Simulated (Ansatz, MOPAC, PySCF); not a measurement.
Species: C$_{2}$H$_{5}$S, charge 0, multiplicity 2. SMILES: [CH2]SC
Geometry: optimised at B3LYP-D3(BJ)/def2-TZVP (Ansatz, a program for electronic structure).

Unscaled harmonic wavenumbers (cm⁻¹) in rising order, each level at the stationary point that it reaches from this structure (no distance between atoms moves by over 0.3 Å); the order of modes can differ between levels, and a negative number is imaginary. B3LYP-D3(BJ)/def2-TZVP (PySCF, at the structure above): 97, 176, 299, 343, 702, 853, 892, 963, 1030, 1351, 1409, 1466, 1483, 3043, 3120, 3138, 3164, 3286.

PM6 (MOPAC): 82, 265, 287, 743, 790, 851, 862, 908, 965, 1233, 1238, 1265, 1278, 2685, 2685, 2729, 2774, 2785. Zero-point energy 34.9 against 38.3 kcal/mol; where all levels lie over 400 cm⁻¹, the wavenumbers are on average 0.916 times those of B3LYP-D3(BJ)/def2-TZVP.

B3LYP/6-31G* (Ansatz): 155, 227, 290, 422, 699, 835, 913, 983, 1046, 1382, 1434, 1497, 1512, 3066, 3150, 3165, 3172, 3293. Zero-point energy 38.9 against 38.3 kcal/mol; where all levels lie over 400 cm⁻¹, the wavenumbers are on average 1.010 times those of B3LYP-D3(BJ)/def2-TZVP.
